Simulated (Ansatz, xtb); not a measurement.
## Ranking isomers of C4H8O2

3 gas-phase structures of C4H8O2, from a drawn sample of its isomers (lower ones may exist). Each was relaxed with GFN2-xTB; where two conformers were screened, the lower at r2SCAN-D4/def2-SVP is listed:

A. `CO/C=C\OC`, a singlet
B. `C=C(OC)OC`, a singlet
C. `CO/C=C/OC`, a singlet

Q: Estimate their order in r2SCAN-D4/def2-SVP energy at these geometries, lowest first.

A: Calculated order at r2SCAN-D4/def2-SVP: B (0.000), C (0.407), A (0.477) eV.

Energies above the lowest of each column, in eV; the last columns are at PBE-D3(BJ)/def2-SVP geometries:

```json
{"structure": "B", "GFN2-xTB": "0.000", "HF/STO-3G": "0.000", "r2SCAN-D4/def2-SVP": "0.000", "PBE-D3(BJ)/def2-SVP": "0.000", "CCSD(T)/def2-SVP + ΔMP2/def2-TZVPP": "0.000"}
{"structure": "C", "GFN2-xTB": "0.196", "HF/STO-3G": "0.306", "r2SCAN-D4/def2-SVP": "0.407", "PBE-D3(BJ)/def2-SVP": "0.329", "CCSD(T)/def2-SVP + ΔMP2/def2-TZVPP": "0.370"}
{"structure": "A", "GFN2-xTB": "0.339", "HF/STO-3G": "0.323", "r2SCAN-D4/def2-SVP": "0.477", "PBE-D3(BJ)/def2-SVP": "0.403", "CCSD(T)/def2-SVP + ΔMP2/def2-TZVPP": "0.418"}
```

Every level run on B puts it lowest or level with the lowest. Flexible structures stand in one conformer each, not always the lowest. ΔMP2 is the change of the MP2 energy from the smaller to the larger basis.

Programs: Ansatz 0.2.0, xtb 6.7.1.
